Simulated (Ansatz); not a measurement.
Worked example: ideal-gas entropy of C2H3FO (SMILES CC(=O)F)

A singlet with charge 0, relaxed at PBE0-D4/def2-TZVP (Ansatz 0.2.0):

```xyz
7

C     0.4853    0.0151    0.4436
C    -0.6949   -0.0344   -0.4606
O    -1.8354   -0.1657   -0.1918
F    -0.3107    0.0976   -1.7494
H     0.1653   -0.0919    1.4767
H     1.1807   -0.7831    0.1768
H     1.0097    0.9624    0.3046
```

Harmonic wavenumbers in cm⁻¹: 127, 417, 577, 609, 862, 1009, 1066, 1219, 1396, 1458, 1466, 1940, 3075, 3146, 3195.

Masses in u: C 12.011, O 15.999, F 18.998, H 1.008. Take T = 298.15 K, p = 1 bar, R = 8.3145 J/(mol K), kT/hc = 207.22 cm⁻¹, rigid rotor and harmonic oscillator.

Task: Compute the standard molar entropy.

Result: 
1. Translation (Sackur–Tetrode): S = R[3/2 ln M + 5/2 ln T − 1.1517] with M = 62.043 gives 160.3 J/(mol K).
2. Rotation: principal moments 45.399, 51.694, 93.976 u Å² give A, B, C = 0.3713, 0.3261, 0.1794 cm⁻¹; the symmetry number is σ = 1; q = (√π/σ)√((kT/hc)³/ABC) = 35873; S = R(ln q + 3/2) = 99.7.
3. Vibration: with u = ν̃/207.22, each mode gives R[u/(eᵘ − 1) − ln(1 − e⁻ᵘ)]; the sum is 21.9, most from 127 cm⁻¹ (12.5), 417 cm⁻¹ (3.8), 577 cm⁻¹ (2.1).
4. Electronic: R ln 1 = 0.0, from the spin multiplicity alone.
5. Sum: 160.3 + 99.7 + 21.9 + 0.0 = 281.9 J/(mol K).

No measured value is set beside it here. Where a soft mode is a torsion, a harmonic oscillator describes it poorly.
